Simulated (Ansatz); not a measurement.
H2Si–B, doublet in 6-31G: errors against full CI

Geometry: a point of a stretch scan, not a stationary point.

```yaml
atoms:
  - { symbol: Si, position_ang: [-0.1920, 0.0000, 1.6943] }
  - { symbol: B, position_ang: [0.3863, 0.0000, -4.7930] }
  - { symbol: H, position_ang: [0.6028, -1.2068, 2.0997] }
  - { symbol: H, position_ang: [0.6028, 1.2068, 2.0997] }
```

Basis 6-31G; Ansatz 0.2.0. Correlated methods freeze the noble-gas cores, which leaves 9 electrons in 20 orbitals. Prefix R: restricted or restricted open-shell reference; prefix U: unrestricted. Active spaces: valence = (9e, 10o) chosen from the atoms' valence shells; pair = (3e, 3o) about the gap.

Full CI is exact within this basis and frozen core; it isn't the basis-set limit. The frozen core follows each run's orbitals, which can shift R against U totals by a few meV.

Unrestricted rows (U) aren't spin-pure: their determinants' ⟨S²⟩ exceeds S(S+1) by up to 0.48, so they mix in states of higher spin. For open shells CISD is restricted-active-space CI with the open shells as a complete middle space.

The UHF ⟨S²⟩ is 1.231, the T1 diagnostic (RCCSD) is 0.0091 and the largest doubles amplitude (RCCSD) is 0.151. The T1 diagnostic (UCCSD) is 0.1018.

| level | E − E(RHF) (eV) |
| --- | --- |
| UHF | -0.1401 |
| RMP2 | -1.8056 |
| UMP2 | -1.8038 |
| RCCSD | -2.8570 |
| UCCSD | -2.8535 |
| RCCSD(T) | -2.8825 |
| UCCSD(T) | -2.8791 |

Problem. Estimate how far full CI in 6-31G lies from RCCSD(T). The table doesn't fix it; the size of (T) and the diagnostics are the guide.

Solution. Full CI in 6-31G lies 0.30 kcal/mol below RCCSD(T), which is 51 % of the (T) step (-0.59 kcal/mol). A doubles amplitude is large, and the rest is a large part of (T).

The other levels:

| level | E − E(full CI) (kcal/mol) | share of correlation (%) | wall time |
| --- | --- | --- | --- |
| CISD | 5.56 | 91.67 | 0.85 s |
| BCCD(T) | 0.29 | 99.56 | 2.1 s |
| RCCSDT | 0.05 | 99.93 | – |
| UCCSDT | 0.06 | 99.91 | – |
| RCCSDT(Q) | 0.01 | 99.98 | 16 s |
| UCCSDT(Q) | 0.03 | 99.96 | 20 s |
| UCCSDTQ | 0.00 | 100.00 | 67 s (H100) |
| CASSCF (pair space) | 55.19 | 17.35 | – |
| NEVPT2 (pair space) | 21.53 | 67.75 | 1.9 s |
| CASSCF (valence space) | 16.68 | 75.02 | – |
| NEVPT2 (valence space) | 5.99 | 91.02 | 7.5 s |
| MRCISD (valence space) | 0.51 | 99.24 | – |
| MRCISD+Q (valence space) | 0.19 | 99.71 | 5.5 s (H100) |

The correlation energy at full CI, counted from RHF, is -2.895 eV. That run took 11 s on 2 threads of AMD EPYC 7R13 with a shared H100 80 GB, shared host over 37,565,080 determinants.

Times hold each run's SCF and search for its determinant on a shared host, so for small cases they say little of a method's own cost; rows without a card ran on 1 thread of AMD EPYC 7R13.

The full-CI state has the irrep A' of Cs, in the program's axes.

Natural occupations of full CI about the gap: 1.975 1.965 1.921 1.886 0.997 0.055 0.053 0.053 0.034 0.030; effectively unpaired electrons, Σ n²(2−n)², 1.12.
